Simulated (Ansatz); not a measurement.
Results of r²SCAN+rVV10 in Ansatz (plane waves, PAW) for body-centred tetragonal In.

Run with plane-wave cutoff 560 eV, 24×24×24 k mesh, Fermi–Dirac smearing 0.05 eV, scalar-relativistic PAW data made under PBE.

The cell is scaled about its equilibrium volume:

Shape and atoms are relaxed at each volume.

| V (Å³/atom) | P (GPa) | c (Å) | a (Å) |
|---|---|---|---|
| 24.640 | 2.08 | 4.864 | 3.183 |
| 25.153 | 0.98 | 4.904 | 3.203 |
| 25.666 | 0.00 | 4.943 | 3.223 |
| 26.179 | -0.87 | 4.977 | 3.244 |
| 26.693 | -1.63 | 5.017 | 3.262 |

Note: the bulk modulus comes from volumes at which shape and atoms were relaxed.

Ansatz is a quantum-chemistry and plane-wave program.
